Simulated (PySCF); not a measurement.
```xyz
2

C     0.0000    0.0000    0.1601
H     0.0000    0.0000   -0.9605
```

Basis set: cc-pVTZ (spherical functions). Correlated methods keep 1 orbital frozen. Charge 1, multiplicity 1.

Starred EOM-CCSD(T)(a) on the restricted Hartree–Fock determinant with PySCF 2.14.0; the energies are vertical.

The solver was asked for the few lowest roots only. Give the electron affinities of singlet CH(+) among them whose weight of singles is over 0.7 (positive where the electron binds).

| root | energy (eV) | weight of singles |
| --- | --- | --- |
| 1 | 10.55 | 0.96 |
| 2 | 10.55 | 0.96 |

Higher main lines weren't sought.
